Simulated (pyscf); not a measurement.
`[PH2]` [doublet] + `[SiH3][SiH]([SiH3])[SiH3]` -> `[PH3]` + `[SiH3][Si]([SiH3])[SiH3]` [doublet], a hydrogen abstraction (doublet surface; H–Si broken, H–P formed). Structures and frequencies: ωB97X-D3(BJ)/def2-SVP in PySCF. Energies in kcal/mol from the separated reactants.

AM1 to PM7: differences of heats of formation from MOPAC, which are fitted to 298 K values and so differ in kind from electronic energies by zero-point and thermal terms. Open shells are spin-unrestricted. 

**Question.** In single points PM7 puts the saddle at 21.7 kcal/mol and the reaction energy at -24.9 kcal/mol. Should these be trusted to within a few kcal/mol? Compare with ωB97M-D3(BJ)/def2-TZVP.

**Answer.** ωB97M-D3(BJ)/def2-TZVP gives ΔE‡ = 6.0 kcal/mol and ΔE = +0.1 kcal/mol. PM7 lies 15.7 kcal/mol over it in the barrier and 25.0 kcal/mol under it in the reaction energy, so on this step it does not hold to within 3.0 kcal/mol. ωB97M-D3(BJ)/def2-TZVP has limits of its own. One saddle was located; it need not be the lowest between these sides. The angle at the transferred H is 159°.
